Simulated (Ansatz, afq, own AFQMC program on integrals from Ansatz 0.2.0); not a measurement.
AFQMC on a folder of integrals that Ansatz 0.2.0 wrote.

```yaml
crystal:
  periodic: [false, false, false]
  atoms:
    - {symbol: N, position_ang: [0.006280, 0.000084, 0.000000]}
    - {symbol: H, position_ang: [0.924197, 0.012416, -0.000063]}
    - {symbol: H, position_ang: [-0.517645, 0.880029, -0.002762]}
    - {symbol: H, position_ang: [-0.493817, -0.893617, 0.002832]}
basis:
  gaussian: {orbitals: 6-31G}
total_charge: 1
magnetization: {spin_polarized: true, initial_magnetization: 1}
correlation: {method: ccsd_t, electrons: outside_noble_gas, hamiltonian_folder: ham}
```

```sh
$ ansatz run in.yaml --threads 1 --pin off --events-out ev --progress --plain --max-ram 16896MiB --backend cuda --devices 0, --max-vram 18GiB
```

afq runs on the folder ham with

```
--method phaseless --trial cisd --walkers 40 --populations 1 --least-time 40 --time-step 0.04 --steps-per-block 10 --equilibration-blocks 8 --max-blocks 100 --target-error 0.00064 --factor-cut 1e-05 --start spin_pure --seed 1059 --release-times 0.5,1,2 --release-step 0.02 --release-every 2 --taylor-order 8
```

Times are imaginary, in 1/Eh. The walk had a cap of 60 s.

```
orbitals 14  electrons 4 3  factors 85 of 228
reference energy -55.85004439 Eh
CCSD correlation -0.09979078 Eh in 8 cycles, weight of the determinant in the CISD state 0.9616
energy of the start -55.949772 Eh
 block  time / (1/Eh)  mean weight  energy / Eh
     1     0.400  1.0000  -55.950323
     2     0.800  0.9966  -55.950965
     3     1.200  1.0022  -55.952110
     4     1.600  0.9919  -55.955774
     5     2.000  1.0037  -55.951464
     7     2.800  1.0038  -55.949782
     9     3.600  1.0063  -55.950337
    11     4.400  0.9917  -55.951290
    15     6.000  1.0085  -55.951235
    19     7.600  1.0000  -55.952398
    23     9.200  1.0051  -55.951975
    27    10.800  1.0026  -55.949396
    31    12.400  1.0134  -55.949584
    35    14.000  1.0163  -55.950466
    39    15.600  1.0030  -55.949175
    43    17.200  0.9991  -55.951471
    47    18.800  1.0098  -55.950258
    51    20.400  0.9994  -55.955456
    55    22.000  1.0127  -55.950889
    59    23.600  0.9926  -55.951362
    63    25.200  0.9787  -55.958403
    67    26.800  1.0186  -55.951263
    71    28.400  0.9868  -55.952095
    75    30.000  0.9922  -55.951341
    79    31.600  1.0052  -55.950202
    83    33.200  1.0105  -55.948978
    87    34.800  1.0043  -55.949840
    91    36.400  1.0020  -55.950386
    95    38.000  1.0043  -55.949963
    99    39.600  0.9884  -55.951515
   103    41.200  0.9813  -55.949897
   107    42.800  0.9870  -55.950568
blocks merged  error / Eh  count
     1  0.000149  100
     2  0.000133  50
     4  0.000133  25
     8  0.000135  12
released: time / (1/Eh)  energy / Eh  error  mean overlap
  0.50  -55.950600  0.000100  1.0199
  1.00  -55.950684  0.000118  1.0169
  2.00  -55.950875  0.000116  1.0152
energy -55.950984 +/- 0.000133 Eh
(rows thinned)
```

Question: Estimate how long the walk took on 1 × NVIDIA H100 80GB HBM3 with 2 threads of AMD EPYC 7R13 Processor (Zen 3) (shared host) (the card was shared).

Answer: 15 s of wall time.

The run passed its tests (sampling time, drift between the halves within three errors, error under three times the target), which doesn't prove that it has relaxed.

Against this walk (error 3.6 meV) on the same determinant: CCSD(T) 10.5 meV higher, CCSDT(Q) 3.0 meV higher (within the noise), CCSDTQ 2.8 meV higher (within the noise), full CI 2.7 meV higher (within the noise), a separate phaseless walk with a CISD trial and standard settings 3.3 ± 3.8 meV higher (within the noise). The error is statistical and leaves out the bias of the constraint. The released energies are still falling (meV from the phaseless value at times in 1/Eh: 10 ± 3 at 0.50, 8 ± 3 at 1.00, 3 ± 3 at 2.00), so they give no level.

Cautions: constraint bias not in the error; the time-step error isn't removed.

CCSDT and higher add their correlation energy to the determinant of the CCSD(T) run, since their own runs factorise the integrals more tightly (a shift of under 2 meV). A walk keeps the symmetry of its determinant, which the program's search chose and which needn't be the lowest solution, so a lower state of the same spin and another symmetry isn't excluded.
